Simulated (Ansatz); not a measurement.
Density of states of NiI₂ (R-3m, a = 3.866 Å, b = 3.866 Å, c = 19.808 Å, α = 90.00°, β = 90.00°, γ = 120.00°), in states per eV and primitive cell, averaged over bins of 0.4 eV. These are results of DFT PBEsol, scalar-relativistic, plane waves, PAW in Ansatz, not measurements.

Plane waves to 420 eV, a k mesh through Γ of 12×12×12 on the computed 3-atom cell and Gaussian smearing (0.10 eV); collinear spin from starting moments 1.31 0.25 0.25 μB.

The cell is relaxed at this level. The states (both spins) are summed by tetrahedra on a 18×18×18 mesh at the self-consistent density. Energies are bin centres; the table starts no lower than −8 eV and ends at 6 eV, or lower where the solved bands end.

It is a metal at this level.

```tsv
E − E_F (eV)	total	I 5p up	Ni 3d down	I 5p down	Ni 3d up	Ni 4s up	Ni 4s down
-5.85	0.69	0.38	0.01	0.12	0.03	0.11	0.03
-5.45	1.86	0.68	0.03	0.64	0.05	0.18	0.20
-5.05	2.44	1.31	0.04	0.60	0.12	0.11	0.13
-4.65	3.41	1.14	0.10	1.68	0.23	0.04	0.09
-4.25	1.71	0.60	0.08	0.62	0.33	0.02	0.02
-3.85	4.20	1.54	0.11	0.59	1.87	0.02	0.01
-3.45	3.05	0.95	0.21	0.97	0.81	0.02	0.01
-3.05	4.26	1.01	0.85	1.80	0.47	0.01	0.02
-2.65	4.17	0.86	0.77	1.75	0.68	0.01	0.01
-2.25	5.15	0.56	0.46	1.00	2.99	0.04	0.01
-1.85	4.58	0.80	0.37	0.70	2.61	0.02	0.00
-1.45	4.51	0.61	2.93	0.36	0.48	0.00	0.03
-1.05	5.54	1.00	3.21	0.70	0.51	0.00	0.02
-0.65	2.56	1.25	0.26	0.38	0.63	0.00	0.00
-0.25	1.79	1.28	0.00	0.00	0.50	0.00	0.00
0.15	1.52	0.06	0.90	0.48	0.02	0.00	0.00
0.55	2.67	0.00	1.47	1.13	0.00	0.00	0.00
0.95	0.89	0.00	0.43	0.45	0.00	0.00	0.00
1.35	0.00	0.00	0.00	0.00	0.00	0.00	0.00
1.75	0.00	0.00	0.00	0.00	0.00	0.00	0.00
2.15	0.02	0.00	0.00	0.00	0.00	0.01	0.00
2.55	0.21	0.03	0.00	0.01	0.00	0.08	0.03
2.95	0.51	0.07	0.00	0.04	0.00	0.15	0.10
3.35	0.87	0.11	0.01	0.08	0.01	0.22	0.17
3.75	1.28	0.16	0.01	0.13	0.01	0.32	0.25
4.15	1.23	0.11	0.01	0.16	0.00	0.20	0.29
4.55	1.11	0.05	0.00	0.09	0.00	0.11	0.16
4.95	1.74	0.03	0.00	0.04	0.01	0.08	0.08
5.35	2.35	0.03	0.01	0.04	0.01	0.07	0.09
5.75	2.20	0.02	0.01	0.03	0.01	0.04	0.05
```

The columns after the total are the main Löwdin projections on the occupied valence shells of the potentials; 2 others are left out. The rest of the total lies in those, in shells that are empty in the free atom, which aren't projected, and between the atoms.

Spin-orbit coupling is left out, which matters for the bands of heavy elements. The cell holds one magnetic atom, so it can only be ferromagnetic; an antiferromagnetic order may lie lower. The cell holds layers, and where no dispersion correction was added their binding is poorly described.

Only this magnetic start was tried.

Cost: 1 run of about 2.5 core-minutes, on Intel Xeon 6975P-C (Granite Rapids) (shared hosts).